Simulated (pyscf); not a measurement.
Optimised with ωB97X-D3(BJ)/def2-SVP in PySCF.

SMILES: O=CC1=CCC=CC1
```xyz
16

O      0.0682    -0.0385     2.6579
C     -0.1139    -0.8304     1.7642
C     -0.3221    -0.4456     0.3472
C     -0.5186    -1.4081    -0.5660
C     -0.7409    -1.1389    -2.0249
C     -0.7192     0.3306    -2.3566
C     -0.5236     1.2884    -1.4472
C     -0.3009     1.0223     0.0164
H     -0.1363    -1.9335     1.9620
H     -0.5191    -2.4558    -0.2387
H      0.0236    -1.6764    -2.6169
H     -1.7027    -1.5877    -2.3373
H     -0.8745     0.6036    -3.4060
H     -0.5212     2.3367    -1.7654
H     -1.0608     1.5429     0.6260
H      0.6596     1.4555     0.3481
```
Charge 0, spin multiplicity 1.

Question: What is the homolytic dissociation enthalpy (298 K, ωB97M-D3(BJ)/def2-TZVP) of the C–C bond of cyclic C₇H₈O (SMILES O=CC1=CCC=CC1), to •HC=O + cyclic C₆H₇ (SMILES [C]1=CCC=CC1) [doublet]?

Answer: C–C to •HC=O + cyclic C₆H₇ (SMILES [C]1=CCC=CC1) [doublet]: 4.30 eV. The 7 functionals that were run give +4.07 (r²SCAN) to +4.31 eV (ωB97X-D3(BJ)). The radicals are drawn with the spin at the cut bond; how far it spreads was not checked. cyclic C₆H₇ (SMILES [C]1=CCC=CC1) [doublet] lies 1.52 eV over its isomer cyclic C₆H₇ (SMILES [CH]1C=CC=CC1) [doublet], and others may lie lower still (electronic energy, ωB97M-D3(BJ)).
